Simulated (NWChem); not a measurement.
**C2H2S (ethynethiol): MP2/6-31G(d) (spherical functions)**

Aim: the vertical ionisation energy of C2H2S (ethynethiol) at MP2/6-31G* (spherical functions), from 2 runs. 

Program for the calculation: NWChem 7.3.0.

## Step 1: The structure to begin with

C2H2S has 5 atoms, charge 0, and is taken as a singlet. As SMILES, `C#CS`. The shape is that of a PBE0-D4/def2-TZVP optimisation.

Bond lengths: C1–C2 1.204 Å, C2–S3 1.679 Å, C1–H4 1.064 Å, S3–H5 1.346 Å. Angles: C1–C2–S3 175.2°, C2–C1–H4 179.3°, C2–S3–H5 96.7°.

## Step 2: A single-point energy at MP2/6-31G(d) (spherical functions)

mymol.nw reads:

```
start mymol
memory stack 880 mb heap 220 mb global 1100 mb

geometry units angstrom noautosym nocenter noautoz
 C       -1.196800      -0.342000       0.001900
 C        0.000700      -0.223700       0.026100
 S        1.678900      -0.197600       0.083400
 H       -2.256800      -0.433400      -0.021800
 H        1.823900       1.123100      -0.131000
end

basis "ao basis" spherical bse
 * library 6-31G*
end

scf
 thresh 1e-08
 maxiter 80
 noprint "final vectors analysis"
end

mp2
 freeze core 7
 tight
end

task mp2 energy
```

The run is started by

```console
$ nwchem mymol.nw > mymol.out
```

The program printed:

```text
[...]
  functions       =    50
[...]
  wavefunction    = RHF
[...]
         Total SCF energy =   -474.324621162249
      One-electron energy =   -809.271506867201
      Two-electron energy =    255.947498406919
 Nuclear repulsion energy =     78.999387298033
        Time for solution =      7.1s
[...]
          Total MP2 energy          -474.688600039730
[...]
```

Wall time 9 s (1 thread of Intel Xeon Platinum 8259CL at 2.50GHz (Skylake/Cascade Lake), shared host); peak memory 0.11 GiB.

## Step 3: The doublet cation at the same level

calc.xyz reads:

```xyz
5

C     -1.196800    -0.342000     0.001900
C      0.000700    -0.223700     0.026100
S      1.678900    -0.197600     0.083400
H     -2.256800    -0.433400    -0.021800
H      1.823900     1.123100    -0.131000
```

calc.nw reads:

```
start calc
memory 2200 mb
charge 1

geometry noautosym nocenter noautoz
load calc.xyz
end

basis spherical bse
* library 6-31G*
end

scf
nopen 1
uhf
thresh 1e-08
maxiter 80
print low
end

mp2
freeze core 7
tight
end

task mp2
```

The run is started by

```console
$ nwchem calc.nw > calc.out
```

The program printed:

```text
[...]
  functions       =    50
[...]
  wavefunction    = UHF
[...]
         Total SCF energy =   -474.018150398305
      One electron energy =   -800.668136386276
      Two electron energy =    247.650598689937
 Nuclear repulsion energy =     78.999387298033
                       Sz =      0.5000
                 Sz(Sz+1) =      0.7500
                      S^2 =      0.8965
[...]
          Total MP2 energy          -474.347648018636
[...]
```

Run time: 19 s. Hardware: 1 thread of Intel Xeon Platinum 8259CL at 2.50GHz (Skylake/Cascade Lake), shared host; peak memory 0.11 GiB.

## Step 4: Results

At MP2/6-31G* (spherical functions), 7 core orbitals frozen:

| quantity | value |
| --- | --- |
| singlet C2H2S: total energy | -474.68860 Eh |
| singlet C2H2S: correlation energy (7 core orbitals frozen) | -364.0 mEh |
| doublet cation: total energy | -474.34765 Eh |
| doublet cation: correlation energy (7 core orbitals frozen) | -329.5 mEh |
| doublet cation: ⟨S²⟩ of the reference determinant | 0.896 |
| vertical ionisation energy (to the doublet cation) | 9.278 eV |

**Reading.** Removing an electron at fixed nuclei costs 9.28 eV (214 kcal/mol). Mulliken charges (singlet C2H2S) run from -0.26 on C1 to +0.28 on H4; they depend strongly on the basis. ⟨S²⟩ (doublet cation) is 0.90 where a pure doublet has 0.75: the reference is spin-contaminated.
